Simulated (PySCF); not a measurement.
Level of theory: PBE/[Al def2-TZVP, O def2-TZVP, Cl def2-TZVP], no relativity, density fitting, PySCF. Open shells, if any, are unrestricted.

Problem. What shape and geometry does isolated singlet AlOCl take (every ligand bound to Al)?

Solution. Counting electrons, aluminium keeps none of its valence electrons outside its bonds, so the VSEPR class is AX2 and the expected shape is linear; with unlike ligands the computed point group is C∞v. The lowest minimum found is a singlet of C∞v symmetry with Al–Cl 2.078 Å, Al–O 1.614 Å; Cl–Al–O 180.0°. Its harmonic wavenumbers are 168 (π), 472 (σ+), 1079 (σ+) cm⁻¹ and its dipole moment is 3.59 D.

Only a few start shapes were tried, so a lower isomer may exist.
